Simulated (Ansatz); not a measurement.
Total energies of Al(NH3)2H3 (AlN₂H₉) from Ansatz at r2SCAN-D4/def2-TZVP, gas phase (1 Eh = 27.2114 eV = 2625.5 kJ/mol). The reference geometry is relaxed at PBE-D4/def2-SVP.

```tsv
state	geometry	energy (Eh)
charge 0 singlet	reference	-357.33131
charge 1 doublet	reference	-357.01027
free Al atom (doublet)	–	-242.33055
free N atom (quartet)	–	-54.58101
free H atom (doublet)	–	-0.49993
```

Task: Work out the vertical ionisation energy to the doublet.

Result: E(charge 1 doublet) − E(charge 0 singlet) = -357.01027 − (-357.33131) = 0.32104 Eh = 8.74 eV. For comparison, −ε of the highest occupied level is 5.76 eV at this level, 2.98 eV less.

Task: What is the binding energy per atom against free atoms?

Result: Atoms: 1 × (-242.33055) + 2 × (-54.58101) + 9 × (-0.49993) = -355.99194 Eh. Binding: -355.99194 − (-357.33131) = 1.33937 Eh = 36.45 eV, or 3.04 eV for each of 12 atoms (no zero-point energy, no counterpoise term).

At r2SCAN-D4/def2-TZVP the gap within one spin of the charge 1 doublet nearly closes, so an electron or hole may be smeared out by delocalisation error.
